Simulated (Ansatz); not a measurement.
C3H5FO2, SMILES `O/C=C(/O)CF`, 11 atoms. Charge 0, multiplicity 1. All runs use 4 threads of an AMD EPYC 9R45 on a shared host. Correlated methods freeze the cores.

(1) Give the basis size and wall time and peak host memory of each of these runs in Ansatz. RKS PBE0-D4/def2-QZVPP energy; RKS ωB97X-V/def2-TZVPP energy; RKS PBE0-D4/def2-TZVPP energy; RHF-MP2/def2-QZVPP energy; RHF-CCSD(T)/def2-TZVPP energy; direct RPA on PBE orbitals/def2-TZVPP energy; RKS B2PLYP (frozen core)/def2-TZVPP energy; RHF-CCSD(T)/def2-SVP energy; RKS PBE0-D4/def2-SVP energy; RKS PBE0-D4/def2-TZVP relaxation (6 steps); RKS ωB97M-V/def2-SVP energy; RKS ωB97M-V/def2-QZVPP energy. (Best estimate.)

Results:

(1) Computed: Other jobs shared the machine, so times are rough.

```csv
level,job,functions,wall time,peak host memory (GiB)
RKS PBE0-D4/def2-SVP,energy,109,0.4 s,0.25
RKS PBE0-D4/def2-TZVPP,energy,256,1.1 s,0.6
RKS ωB97M-V/def2-SVP,energy,109,1.3 s,0.34
RKS B2PLYP (frozen core)/def2-TZVPP,energy,256,1.9 s,0.73
direct RPA on PBE orbitals/def2-TZVPP,energy,256,2 s,0.68
RKS ωB97X-V/def2-TZVPP,energy,256,2.3 s,0.74
RHF-CCSD(T)/def2-SVP,energy,109,2.5 s,0.63
RKS PBE0-D4/def2-QZVPP,energy,492,2.6 s,1.6
RKS ωB97M-V/def2-QZVPP,energy,492,5.5 s,2
RHF-MP2/def2-QZVPP,energy,492,8 s,3.3
RKS PBE0-D4/def2-TZVP,relaxation (6 steps),216,8 s,0.56
RHF-CCSD(T)/def2-TZVPP,energy,256,64 s,6.6
```
